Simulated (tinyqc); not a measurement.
Worked calculation: UHF in the sto-3g basis, for H2O, spin multiplicity 1. This run ends on a higher stationary point, not on the lowest solution. One step of it, computed by the program tinyqc.

Task: Iteration 2: diagonalisation and new density. Diagonalise F' = X^T F X, C = X C', fill 5 alpha and 5 beta electrons from the bottom; D(s) = C_occ C_occ^T; the new density keeps 0.3 of the old one (damping). Each column has its largest component positive (the first on a tie).

F(alpha) (hartree):
```
             1O 1s      1O 2s     1O 2px     1O 2py     1O 2pz      2H 1s      3H 1s
1O 1s   -20.250844  -5.164435   0.000000   0.000000  -0.023245  -0.482007  -0.482007
1O 2s    -5.164435  -2.346577   0.000000   0.000000  -0.017448  -0.526371  -0.526371
1O 2px    0.000000   0.000000  -0.344094   0.107363   0.000000  -0.024444   0.024444
1O 2py    0.000000   0.000000   0.107363  -0.171983   0.000000  -0.279539   0.279539
1O 2pz   -0.023245  -0.017448   0.000000   0.000000  -0.191809  -0.227575  -0.227575
2H 1s    -0.482007  -0.526371  -0.024444  -0.279539  -0.227575  -0.249779  -0.111515
3H 1s    -0.482007  -0.526371   0.024444   0.279539  -0.227575  -0.111515  -0.249779
```

F(beta) (hartree):
```
             1O 1s      1O 2s     1O 2px     1O 2py     1O 2pz      2H 1s      3H 1s
1O 1s   -20.250844  -5.164435   0.000000   0.000000  -0.023245  -0.482007  -0.482007
1O 2s    -5.164435  -2.346577   0.000000   0.000000  -0.017448  -0.526371  -0.526371
1O 2px    0.000000   0.000000  -0.344094  -0.107363   0.000000   0.024444  -0.024444
1O 2py    0.000000   0.000000  -0.107363  -0.171983   0.000000  -0.279539   0.279539
1O 2pz   -0.023245  -0.017448   0.000000   0.000000  -0.191809  -0.227575  -0.227575
2H 1s    -0.482007  -0.526371   0.024444  -0.279539  -0.227575  -0.249779  -0.111515
3H 1s    -0.482007  -0.526371  -0.024444   0.279539  -0.227575  -0.111515  -0.249779
```

X:
```
            1O 1s      1O 2s    1O 2px     1O 2py     1O 2pz      2H 1s      3H 1s
1O 1s    1.022817  -0.129427  0.000000   0.000000  -0.003625   0.013820   0.013820
1O 2s   -0.129427   1.078794  0.000000   0.000000   0.030723  -0.139750  -0.139750
1O 2px   0.000000   0.000000  1.000000   0.000000   0.000000   0.000000   0.000000
1O 2py   0.000000   0.000000  0.000000   1.035438   0.000000  -0.114775   0.114775
1O 2pz  -0.003625   0.030723  0.000000   0.000000   1.016596  -0.075807  -0.075807
2H 1s    0.013820  -0.139750  0.000000  -0.114775  -0.075807   1.055249  -0.029114
3H 1s    0.013820  -0.139750  0.000000   0.114775  -0.075807  -0.029114   1.055249
```

D(alpha) after iteration 1:
```
            1O 1s      1O 2s     1O 2px     1O 2py     1O 2pz      2H 1s      3H 1s
1O 1s    1.051198  -0.218142   0.000000   0.000000   0.050820  -0.020970  -0.020970
1O 2s   -0.218142   0.943655   0.000000   0.000000  -0.229121   0.026208   0.026208
1O 2px   0.000000   0.000000   0.953787  -0.165057   0.000000   0.130801  -0.130801
1O 2py   0.000000   0.000000  -0.165057   0.484177   0.000000   0.205124  -0.205124
1O 2pz   0.050820  -0.229121   0.000000   0.000000   0.585402   0.218608   0.218608
2H 1s   -0.020970   0.026208   0.130801   0.205124   0.218608   0.387660  -0.045708
3H 1s   -0.020970   0.026208  -0.130801  -0.205124   0.218608  -0.045708   0.387660
```

D(beta) after iteration 1:
```
            1O 1s      1O 2s     1O 2px     1O 2py     1O 2pz      2H 1s      3H 1s
1O 1s    1.051198  -0.218142   0.000000   0.000000   0.050820  -0.020970  -0.020970
1O 2s   -0.218142   0.943655   0.000000   0.000000  -0.229121   0.026208   0.026208
1O 2px   0.000000   0.000000   0.953787   0.165057   0.000000  -0.130801   0.130801
1O 2py   0.000000   0.000000   0.165057   0.484177   0.000000   0.205124  -0.205124
1O 2pz   0.050820  -0.229121   0.000000   0.000000   0.585402   0.218608   0.218608
2H 1s   -0.020970   0.026208  -0.130801   0.205124   0.218608   0.387660  -0.045708
3H 1s   -0.020970   0.026208   0.130801  -0.205124   0.218608  -0.045708   0.387660
```

overlap S:
```
           1O 1s     1O 2s    1O 2px     1O 2py    1O 2pz     2H 1s      3H 1s
1O 1s   1.000000  0.236704  0.000000   0.000000  0.000000  0.021673   0.021673
1O 2s   0.236704  1.000000  0.000000   0.000000  0.000000  0.260200   0.260200
1O 2px  0.000000  0.000000  1.000000   0.000000  0.000000  0.000000   0.000000
1O 2py  0.000000  0.000000  0.000000   1.000000  0.000000  0.202381  -0.202381
1O 2pz  0.000000  0.000000  0.000000   0.000000  1.000000  0.144215   0.144215
2H 1s   0.021673  0.260200  0.000000   0.202381  0.144215  1.000000   0.086268
3H 1s   0.021673  0.260200  0.000000  -0.202381  0.144215  0.086268   1.000000
```

Give: F' = X^T F X; orbital energies; coefficients C; F' = X^T F X; orbital energies; coefficients C; D(alpha) after iteration 2; D(beta) after iteration 2.

Result:

F' = X^T F X (alpha) (hartree):
```
          1        2        3        4        5        6        7
1  -19.8809  -2.6714   0.0000   0.0000  -0.0432  -0.0176  -0.0176
2   -2.6714  -1.3568   0.0000   0.0000   0.0701  -0.2763  -0.2763
3    0.0000   0.0000  -0.3441   0.1168   0.0000  -0.0388   0.0388
4    0.0000   0.0000   0.1168  -0.0551   0.0000  -0.2836   0.2836
5   -0.0432   0.0701   0.0000   0.0000  -0.1301  -0.2136  -0.2136
6   -0.0176  -0.2763  -0.0388  -0.2836  -0.2136  -0.0627  -0.0347
7   -0.0176  -0.2763   0.0388   0.2836  -0.2136  -0.0347  -0.0627
```

orbital energies (alpha) (hartree): MO1 -20.2588, MO2 -1.1239, MO3 -0.4634, MO4 -0.3624, MO5 -0.3436, MO6 0.2800, MO7 0.3799

coefficients C (alpha):
```
            MO1      MO2      MO3      MO4      MO5      MO6      MO7
1O 1s    0.9947  -0.2476   0.0000   0.0710   0.0000  -0.0869   0.0000
1O 2s    0.0222   0.9430   0.0000  -0.3514   0.0000   0.4554   0.0000
1O 2px   0.0000   0.0000  -0.4100   0.0000   0.8971   0.0000   0.1649
1O 2py   0.0000   0.0000   0.6251   0.0000   0.1330   0.0000   0.8307
1O 2pz   0.0020   0.0293   0.0000   0.7433   0.0000   0.7018   0.0000
2H 1s   -0.0031   0.1270   0.3720   0.3746   0.2837  -0.6289  -0.6183
3H 1s   -0.0031   0.1270  -0.3720   0.3746  -0.2837  -0.6289   0.6183
```

F' = X^T F X (beta) (hartree):
```
          1        2        3        4        5        6        7
1  -19.8809  -2.6714   0.0000   0.0000  -0.0432  -0.0176  -0.0176
2   -2.6714  -1.3568   0.0000   0.0000   0.0701  -0.2763  -0.2763
3    0.0000   0.0000  -0.3441  -0.1168   0.0000   0.0388  -0.0388
4    0.0000   0.0000  -0.1168  -0.0551   0.0000  -0.2836   0.2836
5   -0.0432   0.0701   0.0000   0.0000  -0.1301  -0.2136  -0.2136
6   -0.0176  -0.2763   0.0388  -0.2836  -0.2136  -0.0627  -0.0347
7   -0.0176  -0.2763  -0.0388   0.2836  -0.2136  -0.0347  -0.0627
```

orbital energies (beta) (hartree): MO1 -20.2588, MO2 -1.1239, MO3 -0.4634, MO4 -0.3624, MO5 -0.3436, MO6 0.2800, MO7 0.3799

coefficients C (beta):
```
            MO1      MO2      MO3      MO4      MO5      MO6      MO7
1O 1s    0.9947  -0.2476   0.0000   0.0710   0.0000  -0.0869   0.0000
1O 2s    0.0222   0.9430   0.0000  -0.3514   0.0000   0.4554   0.0000
1O 2px   0.0000   0.0000   0.4100   0.0000   0.8971   0.0000  -0.1649
1O 2py   0.0000   0.0000   0.6251   0.0000  -0.1330   0.0000   0.8307
1O 2pz   0.0020   0.0293   0.0000   0.7433   0.0000   0.7018   0.0000
2H 1s   -0.0031   0.1270   0.3720   0.3746  -0.2837  -0.6289  -0.6183
3H 1s   -0.0031   0.1270  -0.3720   0.3746   0.2837  -0.6289   0.6183
```

D(alpha) after iteration 2:
```
          1O 1s    1O 2s   1O 2px   1O 2py   1O 2pz    2H 1s    3H 1s
1O 1s    1.0544  -0.2309   0.0000   0.0000   0.0485  -0.0119  -0.0119
1O 2s   -0.2309   0.9923   0.0000   0.0000  -0.2322  -0.0005  -0.0005
1O 2px   0.0000   0.0000   0.9671  -0.1454   0.0000   0.1106  -0.1106
1O 2py   0.0000   0.0000  -0.1454   0.4312   0.0000   0.2507  -0.2507
1O 2pz   0.0485  -0.2322   0.0000   0.0000   0.5630   0.2631   0.2631
2H 1s   -0.0119  -0.0005   0.1106   0.2507   0.2631   0.3790  -0.0574
3H 1s   -0.0119  -0.0005  -0.1106  -0.2507   0.2631  -0.0574   0.3790
```

D(beta) after iteration 2:
```
          1O 1s    1O 2s   1O 2px   1O 2py   1O 2pz    2H 1s    3H 1s
1O 1s    1.0544  -0.2309   0.0000   0.0000   0.0485  -0.0119  -0.0119
1O 2s   -0.2309   0.9923   0.0000   0.0000  -0.2322  -0.0005  -0.0005
1O 2px   0.0000   0.0000   0.9671   0.1454   0.0000  -0.1106   0.1106
1O 2py   0.0000   0.0000   0.1454   0.4312   0.0000   0.2507  -0.2507
1O 2pz   0.0485  -0.2322   0.0000   0.0000   0.5630   0.2631   0.2631
2H 1s   -0.0119  -0.0005  -0.1106   0.2507   0.2631   0.3790  -0.0574
3H 1s   -0.0119  -0.0005   0.1106  -0.2507   0.2631  -0.0574   0.3790
```
